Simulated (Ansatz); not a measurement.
`C1=CN1` and `CN1C=C1` differ in one atom or group.

Ansatz, PBE0-D4/def2-TZVP geometries, multiplicity 1. 

```csv
property,`C1=CN1`
HOMO energy (ωB97M-V/def2-TZVPP) / eV,-8.42
size of the dipole moment (PBE/def2-TZVPP) / D,1.87
HOMO energy (B3LYP/def2-TZVPP) / eV,-5.87
HOMO energy (PBE/def2-TZVPP) / eV,-4.77
HOMO–LUMO gap (B3LYP/def2-TZVPP) / eV,5.39
LUMO energy (PBE0/def2-TZVPP) / eV,-0.20
```

Q: Give the same properties after the change, and the shifts. (Best estimate.)

A: Computed: 
```
                                      property  `CN1C=C1`  shift
         HOMO energy (ωB97M-V/def2-TZVPP) / eV      -8.22   0.20
size of the dipole moment (PBE/def2-TZVPP) / D       1.46  -0.41
           HOMO energy (B3LYP/def2-TZVPP) / eV      -5.70   0.17
             HOMO energy (PBE/def2-TZVPP) / eV      -4.63   0.14
         HOMO–LUMO gap (B3LYP/def2-TZVPP) / eV       5.21  -0.18
            LUMO energy (PBE0/def2-TZVPP) / eV      -0.22  -0.02
```

The zero-point energy changes by 71.8 kJ/mol with +9 modes. Dipoles are sizes alone; their direction can turn.

B3LYP here is the variant with VWN-RPA as its local correlation; programs differ in this.
